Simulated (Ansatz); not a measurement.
A run of Ansatz (development build ahead of 0.2.0) on doublet O₂(+) in separate pieces at this shape:

```yaml
atoms:
  - { symbol: O, position_ang: [0.0000, 0.0000, 0.0000] }
  - { symbol: O, position_ang: [0.0000, 0.0000, 8.0000] }
```

Its results:

```
Converged                       : yes
Total energy                    : -149.41814 hartree
Spin squared of the determinant : 0.750
Stability test                  : minimum among restricted orbitals
```

Task: Which input gives this output? Name the method, the orbitals and the basis set, and write the input.

Result: PBE (restricted open-shell) in pcseg-2.

```yaml
crystal:
  periodic: [false, false, false]
  atoms:
    - { symbol: O, position_ang: [0.0, 0.0, 0.0] }
    - { symbol: O, position_ang: [0.0, 0.0, 8.0] }
basis:
  gaussian: { orbitals: pcseg-2 }
total_charge: 1
magnetization:
  initial_magnetization: 1
hamiltonian:
  xc: pbe
```

Caution: stretched shape with no unrestricted run beside it, a lower state can exist; charge can spread falsely over distant fragments.
